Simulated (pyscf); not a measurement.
Optimised with ωB97X-D3(BJ)/def2-SVP in PySCF.

Problem. For H₃C–Zn–NH• (SMILES [CH3][Zn][NH]) + H₂ (SMILES [H][H]) → CH₄ (SMILES C) + •HN–ZnH (SMILES [NH][ZnH]), a four-centre exchange (doublet surface; C–Zn, H–H broken, C–H, H–Zn formed), PBE/def2-TZVP gives ΔE‡ = 37.5 kcal/mol and ΔE = -8.9 kcal/mol (zero: the separated reactants). In which direction and how far do B3LYP-D3(BJ)/def2-TZVP, M06-2X/def2-TZVP, ωB97M-D3(BJ)/def2-TZVP move these?

Solution. B3LYP-D3(BJ): ΔE‡ = 43.2 kcal/mol, ΔE = -9.9 kcal/mol; M06-2X: ΔE‡ = 43.7 kcal/mol, ΔE = -7.9 kcal/mol; ωB97M-D3(BJ): ΔE‡ = 43.7 kcal/mol, ΔE = -10.3 kcal/mol. PBE's barrier lies under all of them, by 5.8 to 6.2 kcal/mol. Its reaction energy lies among theirs. Low barriers are usual for a GGA, whose delocalisation error favours stretched bonds. At the saddle there is also a short H–Zn contact that neither side keeps. H₃C–Zn–NH• lies 13.2 kcal/mol over its isomer [H₃C–NH–Zn]• (electronic energy, ωB97M-D3(BJ)/def2-TZVP). •HN–ZnH lies 31.0 kcal/mol over its isomer [H₂N–Zn]• (electronic energy, ωB97M-D3(BJ)/def2-TZVP). One saddle was located; it need not be the lowest between these sides. Elements up to Kr have no core potential and no relativistic terms here.
